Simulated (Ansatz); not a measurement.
**SiNH₂ (quartet): wave-function methods side by side at a displaced geometry (v1), cc-pVDZ**

An exercise on one series of results from a longer session: the logs are not shown, and one member is left open.

Method: cc-pVDZ, core rule «outside noble gas», up to 6 orbitals frozen; program: Ansatz 0.2.0, Gaussian basis.

Plan: UHF; CCSD(T) on ROHF; CCSD(T) on UHF; BCCD(T) on ROHF; CISD; CCSDT(Q) on ROHF; CCSDT(Q) on UHF; CASSCF and MRCISD+Q, 11 electrons in 10 orbitals; CASSCF and NEVPT2, 11 electrons in 10 orbitals.

24 further runs of the same task are left out: 10 that didn't finish, 14 set aside as unsound or not needed.

### The system

The geometry is a PBE0/def2-TZVP stationary point (not a proven minimum) with its atoms shifted at random (size 0.040 Å).

4 atoms, charge 0, spin multiplicity 4.

Atoms are counted from 1 here; the program's logs count them from 0.

Bond lengths: Si1–N2 1.860 Å, Si1–H3 1.486 Å, Si1–H4 1.478 Å. Angles: N2–Si1–H3 115.6°, N2–Si1–H4 116.0°, H3–Si1–H4 128.4°.

The first run:

The input, in.yaml:

```yaml
crystal:
  periodic: [false, false, false]
  atoms:
    - {symbol: Si, position_ang: [0.000459, 0.004589, 0.561092]}
    - {symbol: N, position_ang: [-0.000374, -0.011554, -1.298575]}
    - {symbol: H, position_ang: [0.047590, 1.349714, 1.190631]}
    - {symbol: H, position_ang: [-0.055187, -1.317016, 1.220433]}
basis:
  gaussian: {orbitals: cc-pVDZ}
magnetization: {spin_polarized: true, initial_magnetization: 3}
hamiltonian: {xc: hf}
output: {orbitals: {seedname: orbitals}}
```

Command:

```console
$ ansatz run in.yaml --threads 1 --pin off --events-out ev --progress --plain --max-ram 2393MiB
```

Among the steps run: UHF; CCSD(T) on ROHF; CCSD(T) on UHF; BCCD(T) on ROHF; CISD; CCSDT(Q) on ROHF; CCSDT(Q) on UHF; CASSCF and MRCISD+Q, 11 electrons in 10 orbitals; CASSCF and NEVPT2, 11 electrons in 10 orbitals.

One of the session's tables, all rows but one given; the rest of the session is left out.

| method | from UCCSDT(Q) (meV) |
| --- | --- |
| ROHF | +6390.1 |
| UHF | +6128.5 |
| RMP2 | +1226.2 |
| UMP2 | +1239.1 |
| CISD | +591.1 |
| RCCSD | +184.9 |
| UCCSD | +180.1 |
| RCCSD(T) | +44.1 |
| UCCSD(T) | +43.5 |
| BCCD(T) | +44.2 |
| RCCSDT | ? |
| UCCSDT | +9.3 |
| RCCSDT(Q) | +1.6 |
| UCCSDT(Q) | 0 |
| CASSCF valence | +4735.5 |
| NEVPT2 valence | +1056.2 |
| MRCISD valence | +326.2 |
| MRCISD+Q valence | +23.6 |

**Question.** Estimate the row for RCCSDT.

The run gave: from UCCSDT(Q) (meV): +10.7. In the column «from UCCSDT(Q) (meV)» it lies between UCCSDT (+9.3) and MRCISD+Q valence (+23.6).

Among the levels timed on like hardware and quicker than the yardstick, those that no quicker one beats, quickest first: UCCSD(T) (2 s, +43.5 meV); MRCISD+Q valence (16 s, +23.6 meV).

To keep in mind: Of the multireference levels listed MRCISD+Q valence comes nearest in total energy (+23.6 meV), which doesn't show that its space is the better one. Restricted and unrestricted rows rest on different reference determinants; where their highest levels disagree by more than a few hundredths of an eV, they describe different states and don't form one ladder.
